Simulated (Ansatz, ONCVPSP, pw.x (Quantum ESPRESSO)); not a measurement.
**Equation-of-state test of one ONCV potential (phosphorus (P))**

P (Z = 15), optimised norm-conserving Vanderbilt (ONCV), made with ONCVPSP 4.0.1.1 (patched build) (PBEsol, scalar-relativistic). Core [Ne], reference 3s2 3p3. Waves: 3s: rc 1.35 bohr, ncon 3, nbas 7, qcut 6.1 1/bohr, 1 projector; 3p: rc 2.00 bohr, ncon 4, nbas 7, qcut 4.6 1/bohr, 2 projectors, debl 0.35 Ha; d scattering state at 0.31 Ha: rc 2.00 bohr, ncon 3, nbas 8, qcut 5.1 1/bohr, 2 projectors, debl 3.2 Ha. Local part: polynomial inside 0.90 bohr (lpopt 4, dvloc0 4 Ha). Core correction: Teter function, fcfact 3, rcfact 1.55.

Atomic tests: cutoffs needed: 11 Ha and 14 Ha (the cutoffs (Ha) at which the residual kinetic energy of the hardest occupied pseudo-wave falls to 1 and 0.1 mHa per electron) The cutoffs count occupied waves only; projector 2 of the d channel, the hardest unoccupied one, needs 76 Ha at the loose tolerance.; ghost test: no bound ghost flagged; no localised positive-energy state flagged; largest excitation error: +29 meV (all-electron minus pseudo) for 3s2 3p0, out of 4 test configurations.

Crystal test: bcc P in pw.x 7.5, no spin, 15³ k-points, Fermi–Dirac smearing 0.01 Ry, cutoffs 50/200 Ry. The lattice is a test structure that the element need not adopt, and mesh and smearing are coarse.

pw.x input:

```
&control
  calculation='scf', prefix='x', pseudo_dir='./', outdir='./tmp', tstress=.true., disk_io='none'
/
&system
  ibrav=0, nat=1, ntyp=1, ecutwfc=50, ecutrho=200, nbnd=9,
  occupations='smearing', smearing='fd', degauss=0.01
/
&electrons
  conv_thr=1e-09, mixing_beta=0.4, electron_maxstep=70
/
ATOMIC_SPECIES
P 1.0 P.UPF
CELL_PARAMETERS angstrom
  -1.51095681 1.51095681 1.51095681
  1.51095681 -1.51095681 1.51095681
  1.51095681 1.51095681 -1.51095681
ATOMIC_POSITIONS crystal
P 0.0000 0.0000 0.0000
K_POINTS automatic
15 15 15 0 0 0
```

```bash
pw.x < P.scf.in > P.scf.out
```

How does the run end?

It converges; the pressure is -1.64 GPa against -1.04 GPa from all-electron LAPW.  The log shows:

```
Message from routine setup:
     using ibrav=0 with symmetry is DISCOURAGED, use correct ibrav instead
     lattice parameter (alat)  =       4.9455  a.u.
     unit-cell volume          =      93.1135 (a.u.)^3
     number of electrons       =         5.00
     number of Kohn-Sham states=            9
     kinetic-energy cutoff     =      50.0000  Ry
     charge density cutoff     =     200.0000  Ry
     scf convergence threshold =      1.0E-09
     Exchange-correlation= PBESOL
     number of k points=   120  Fermi-Dirac smearing, width (Ry)=  0.0100
     iteration #  1     ecut=    50.00 Ry     beta= 0.40
     total energy              =     -14.10928261 Ry
     estimated scf accuracy    <       0.00233740 Ry
     iteration #  2     ecut=    50.00 Ry     beta= 0.40
     total energy              =     -14.10911695 Ry
     estimated scf accuracy    <       0.00066713 Ry
     iteration #  3     ecut=    50.00 Ry     beta= 0.40
     total energy              =     -14.10916276 Ry
     estimated scf accuracy    <       0.00001041 Ry
     iteration #  4     ecut=    50.00 Ry     beta= 0.40
     total energy              =     -14.10916332 Ry
     estimated scf accuracy    <       0.00000001 Ry
     iteration #  5     ecut=    50.00 Ry     beta= 0.40
     the Fermi energy is    11.7630 ev
!    total energy              =     -14.10916334 Ry
     estimated scf accuracy    <          6.0E-10 Ry
     smearing contrib. (-TS)   =      -0.00203400 Ry
     The total energy is F=E-TS. E is the sum of the following terms:
     one-electron contribution =       6.18063773 Ry
     hartree contribution      =       0.18881760 Ry
     xc contribution           =      -4.54463181 Ry
     ewald contribution        =     -15.93195286 Ry
     convergence has been achieved in   5 iterations
          total   stress  (Ry/bohr**3)                   (kbar)     P=      -16.41
     Message from routine punch:
     Nothing written, as per user request (disk_io='none')
```
